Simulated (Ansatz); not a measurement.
in.yaml

```yaml
crystal:
  periodic: [false, false, false]
  atoms:
    - {symbol: P, position_ang: [-0.096666, -0.001084, -0.059637]}
    - {symbol: H, position_ang: [4.520518, 0.048535, 1.214431]}
    - {symbol: H, position_ang: [-0.787154, 1.165745, 0.307482]}
    - {symbol: H, position_ang: [-0.762830, -1.180957, 0.310727]}
basis:
  gaussian: {orbitals: 6-31G}
total_charge: 1
magnetization: {spin_polarized: true, initial_magnetization: 1}
correlation: {method: ccsd_t, electrons: outside_noble_gas}
```

```sh
$ ansatz run in.yaml --threads 1 --pin off --events-out ev --progress --plain --max-ram 2393MiB
```

The program prints:

```
236 factors; integrals over basis functions are off by at most 2.3e-4 eV
mean field evaluation 1: about -9300.3350 eV, gradient 9.4e0 eV
mean field evaluation 2: about -9300.3390 eV, gradient 9.4e0 eV
mean field evaluation 4: about -9300.9526 eV, gradient 4.1e0 eV
mean field evaluation 8: about -9301.5282 eV, gradient 1.2e1 eV
mean field evaluation 16: about -9305.4569 eV, gradient 1.5e-5 eV
mean field evaluation 32: about -9301.7296 eV, gradient 2.1e0 eV
mean field evaluation 64: about -9305.2874 eV, gradient 1.5e-6 eV
mean field evaluation 96: about -9305.2610 eV, gradient 7.5e-1 eV
mean field evaluation 128: about -9304.9877 eV, gradient 6.7e-1 eV
mean field evaluation 160: about -9305.2867 eV, gradient 1.1e-2 eV
mean field evaluation 192: about -9304.9990 eV, gradient 2.9e-1 eV
mean field evaluation 224: about -9305.0007 eV, gradient 1.1e-2 eV
mean field evaluation 256: about -9300.8070 eV, gradient 8.6e-2 eV
mean field evaluation 288: about -9300.0843 eV, gradient 2.0e-4 eV
mean field evaluation 320: about -9305.2850 eV, gradient 3.7e-2 eV
mean field -9305.45693120 eV, -341.9692347563 hartree, gradient 7.3e-7 eV, S^2 1.755938; 13 other end points of the search recorded, 0 dependent functions left out
determinant -9305.45693120 eV, -341.9692347563 hartree, with singles and doubles -9306.83905566 eV, -342.0200268935 hartree
determinant -9305.28735558 eV, -341.9630029672 hartree, with singles and doubles -9306.79199245 eV, -342.0182973524 hartree
determinant -9305.28669593 eV, -341.9629787254 hartree, with singles and doubles -9306.79129048 eV, -342.0182715555 hartree
determinant -9305.00068602 eV, -341.9524680554 hartree, with singles and doubles -9306.77914204 eV, -342.0178251083 hartree
determinant -9304.52154331 eV, -341.9348598854 hartree, with singles and doubles -9306.48529330 eV, -342.0070263664 hartree
determinant -9304.52142073 eV, -341.9348553807 hartree, with singles and doubles -9306.48509425 eV, -342.0070190515 hartree
determinant -9301.82430808 eV, -341.8357383190 hartree, with singles and doubles -9305.24614829 eV, -341.9614886273 hartree
determinant -9305.45693120 eV, -341.9692347563 hartree, with singles and doubles -9306.83921556 eV, -342.0200327697 hartree
determinant -9305.28735558 eV, -341.9630029672 hartree, with singles and doubles -9306.79229943 eV, -342.0183086338 hartree
determinant -9305.28669593 eV, -341.9629787254 hartree, with singles and doubles -9306.79161048 eV, -342.0182833153 hartree
determinant -9305.00068602 eV, -341.9524680554 hartree, with singles and doubles -9306.77970526 eV, -342.0178458063 hartree
determinant -9304.52154331 eV, -341.9348598854 hartree, with singles and doubles -9306.53512336 eV, -342.0088575874 hartree
determinant -9304.52142073 eV, -341.9348553807 hartree, with singles and doubles -9306.53504110 eV, -342.0088545645 hartree
5 core orbitals not correlated: weight in the atoms' cores, before any rotation towards them, 1.000 or more for the frozen orbitals, at most 0.000 for the correlated occupied ones
reference -9305.45693120 eV, -341.9692347563 hartree; 4, 3 occupied and 10, 11 virtual orbitals, 236 factors
second order -0.96987543 eV of doubles, -0.00000000 eV of singles
cycle   1  -1.38228583 eV  change   -1.5e-6 eV  update   6.8e-6
perturbative correction -0.01210254 eV, -0.0004447603 hartree
Total energy: -9306.85131957 eV, -342.0204775837 hartree
```

The determinant's ⟨S²⟩ is 1.76 against 0.75 for a pure state.

For the same geometry and basis full CI lies 4.0 meV lower. By full CI's occupations no single determinant describes the state well.

Ran on 1 thread of Arm Neoverse V1, shared host: 1.2 s wall, 0.14 GiB peak host memory.
